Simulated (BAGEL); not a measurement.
# CH4SSi (SMILES C[Si]S): HF/STO-3G (density fitting with qzvpp-jkfit)

Aim: the vertical ionisation energy of CH4SSi at HF/STO-3G (density fitting with qzvpp-jkfit), from 2 runs. 

Program for the calculation: BAGEL 1.2.2.

## 1. The structure to begin with

CH4SSi has 7 atoms, charge 0, and is taken as a singlet. As SMILES, `C[Si]S`. The shape is that of a PBE0-D4/def2-TZVP optimisation. This is one conformer, not always the lowest.

Bond lengths: C1–Si2 1.900 Å, Si2–S3 2.131 Å, C1–H4 1.092 Å, C1–H5 1.099 Å, C1–H6 1.093 Å, S3–H7 1.344 Å. Angles: C1–Si2–S3 95.9°, Si2–C1–H4 116.0°, Si2–C1–H5 106.7°, Si2–C1–H6 110.2°, Si2–S3–H7 96.6°, H4–C1–H5 107.8°, H4–C1–H6 109.3°, H5–C1–H6 106.4°.

## 2. The energy at HF/STO-3G (density fitting with qzvpp-jkfit)

The input, hf.json:

```json
{ "bagel": [

{
  "title": "molecule",
  "basis": "sto-3g",
  "df_basis": "qzvpp-jkfit",
  "angstrom": true,
  "geometry": [
    { "atom": "C", "xyz": [   -0.832900,    0.619900,   -0.259300 ] },
    { "atom": "Si", "xyz": [    0.524600,    0.221700,    1.009400 ] },
    { "atom": "S", "xyz": [    1.327900,   -1.447800,   -0.043800 ] },
    { "atom": "H", "xyz": [   -1.182900,   -0.218500,   -0.865200 ] },
    { "atom": "H", "xyz": [   -0.416500,    1.374800,   -0.940400 ] },
    { "atom": "H", "xyz": [   -1.686600,    1.089200,    0.237000 ] },
    { "atom": "H", "xyz": [    2.327500,   -1.707400,    0.816400 ] }
  ]
},
{ "title": "hf" },
{ "title": "print", "file": "orbitals.molden", "orbitals": true }

]}
```

Run with:

```sh
$ BAGEL_NUM_THREADS=1 BAGEL hf.json > hf.out
```

The log of the run:

```text
* using 1 threads per process

  ===============================================================
  ===============================================================

  *** Geometry ***

  { "atom" : "C", "xyz" : [     -1.573953,      1.171441,     -0.490006 ] },
  { "atom" : "Si", "xyz" : [      0.991350,      0.418952,      1.907490 ] },
  { "atom" : "S", "xyz" : [      2.509367,     -2.735945,     -0.082770 ] },
  { "atom" : "H", "xyz" : [     -2.235357,     -0.412905,     -1.634991 ] },
  { "atom" : "H", "xyz" : [     -0.787071,      2.597995,     -1.777098 ] },
  { "atom" : "H", "xyz" : [     -3.187212,      2.058290,      0.447865 ] },
  { "atom" : "H", "xyz" : [      4.398338,     -3.226518,      1.542772 ] },

  Number of auxiliary basis functions:      403

  Since a DF basis is specified, we compute 2- and 3-index integrals:
    o Being stored without compression. Storage requirement is 0.002 GB

  Number of basis functions:       27
  Number of electrons      :       40

    * METHOD: MOLECULE                             0.30

  *** RHF ***

  === Nuclear Repulsion ===
   132.1617092644

      * DIIS with orbital gradients will be used.

  === RHF iteration (sto-3g) ===
      0       -718.46130481          0.00938491           0.03
      1       -718.49127386          0.00268641           0.03
      2       -718.49360842          0.00059002           0.03
      3       -718.49381579          0.00014872           0.03
      4       -718.49383490          0.00005069           0.03
      5       -718.49383722          0.00001191           0.03
      6       -718.49383733          0.00000288           0.04
      7       -718.49383733          0.00000053           0.02
      8       -718.49383733          0.00000009           0.02
      9       -718.49383733          0.00000003           0.03
     10       -718.49383733          0.00000001           0.07
    * SCF iteration converged.

    * Permanent dipole moment:
           (   -0.041052,    -0.287354,    -0.376101) a.u.

    * METHOD: HF                                   0.56

    * METHOD: PRINT                                0.00

  ===============================================================
```

Run time: 1.3 s. Hardware: 1 thread of Intel Xeon at 2.50GHz (Skylake/Cascade Lake), shared host.

## 3. The doublet cation at the same level

The input, input.json:

```json
{ "bagel": [

{
  "title": "molecule",
  "basis": "sto-3g",
  "df_basis": "qzvpp-jkfit",
  "angstrom": "true",
  "geometry": [
    { "atom": "C", "xyz": [   -0.832900,    0.619900,   -0.259300 ] },
    { "atom": "Si", "xyz": [    0.524600,    0.221700,    1.009400 ] },
    { "atom": "S", "xyz": [    1.327900,   -1.447800,   -0.043800 ] },
    { "atom": "H", "xyz": [   -1.182900,   -0.218500,   -0.865200 ] },
    { "atom": "H", "xyz": [   -0.416500,    1.374800,   -0.940400 ] },
    { "atom": "H", "xyz": [   -1.686600,    1.089200,    0.237000 ] },
    { "atom": "H", "xyz": [    2.327500,   -1.707400,    0.816400 ] }
  ]
},
{
  "title": "uhf",
  "charge": 1,
  "nopen": 1
},
{
  "title": "print",
  "file": "orbitals.molden",
  "orbitals": "true"
}

]}
```

Run with:

```sh
$ BAGEL_NUM_THREADS=1 BAGEL input.json > input.out
```

The log of the run:

```text
* using 1 threads per process

  ===============================================================
  ===============================================================

  *** Geometry ***

  { "atom" : "C", "xyz" : [     -1.573953,      1.171441,     -0.490006 ] },
  { "atom" : "Si", "xyz" : [      0.991350,      0.418952,      1.907490 ] },
  { "atom" : "S", "xyz" : [      2.509367,     -2.735945,     -0.082770 ] },
  { "atom" : "H", "xyz" : [     -2.235357,     -0.412905,     -1.634991 ] },
  { "atom" : "H", "xyz" : [     -0.787071,      2.597995,     -1.777098 ] },
  { "atom" : "H", "xyz" : [     -3.187212,      2.058290,      0.447865 ] },
  { "atom" : "H", "xyz" : [      4.398338,     -3.226518,      1.542772 ] },

  Number of auxiliary basis functions:      403

  Since a DF basis is specified, we compute 2- and 3-index integrals:
    o Being stored without compression. Storage requirement is 0.002 GB

  Number of basis functions:       27
  Number of electrons      :       40

    * METHOD: MOLECULE                             0.26

  *** Open-shell HF ***

  === Nuclear Repulsion ===
   132.1617092644

      * DIIS with orbital gradients will be used.

  === UHF iteration (sto-3g) ===
      0       -718.22736882          0.02605969           0.04
      1       -718.28422805          0.01316931           0.06
      2       -718.29839855          0.00584109           0.06
      3       -718.30175203          0.00153520           0.06
      4       -718.30269036          0.00062493           0.05
      5       -718.30289883          0.00039778           0.05
      6       -718.30305154          0.00024816           0.05
      7       -718.30312735          0.00013631           0.05
      8       -718.30315732          0.00004834           0.06
      9       -718.30316117          0.00002969           0.06
     10       -718.30316322          0.00001614           0.05
     11       -718.30316394          0.00000794           0.05
     12       -718.30316408          0.00000343           0.05
     13       -718.30316410          0.00000172           0.05
     14       -718.30316411          0.00000126           0.06
     15       -718.30316411          0.00000083           0.05
     16       -718.30316411          0.00000051           0.05
     17       -718.30316411          0.00000022           0.04
     18       -718.30316411          0.00000009           0.05
     19       -718.30316411          0.00000006           0.04
     20       -718.30316411          0.00000004           0.04
     21       -718.30316411          0.00000002           0.05
     22       -718.30316411          0.00000001           0.06
    * SCF iteration converged.

    * S^2 (UHF) is 0.7677

    * Permanent dipole moment:
           (   -0.243273,    -0.755208,    -1.187888) a.u.

    * METHOD: UHF                                  1.34

    * METHOD: PRINT                                0.00

  ===============================================================
```

Run time: 2.1 s. Hardware: 1 thread of Intel Xeon at 2.50GHz (Skylake/Cascade Lake), shared host.

## 4. Summary of results

Level: HF/STO-3G (density fitting with qzvpp-jkfit).

```
                                          quantity          value
                      singlet CH4SSi: total energy  -718.49384 Eh
                     singlet CH4SSi: dipole moment         1.21 D
                       singlet CH4SSi: HOMO energy       -5.86 eV
                       singlet CH4SSi: LUMO energy        6.10 eV
                     singlet CH4SSi: HOMO–LUMO gap       11.96 eV
                      doublet cation: total energy  -718.30316 Eh
                              doublet cation: ⟨S²⟩          0.768
vertical ionisation energy (to the doublet cation)       5.188 eV
```

**Reading.** Removing an electron at fixed nuclei costs 5.19 eV (501 kJ/mol). −ε(HOMO) before ionisation, 5.86 eV, is 0.68 eV above this ionisation energy. In a minimal basis such a difference can be off by several eV, whatever the method.
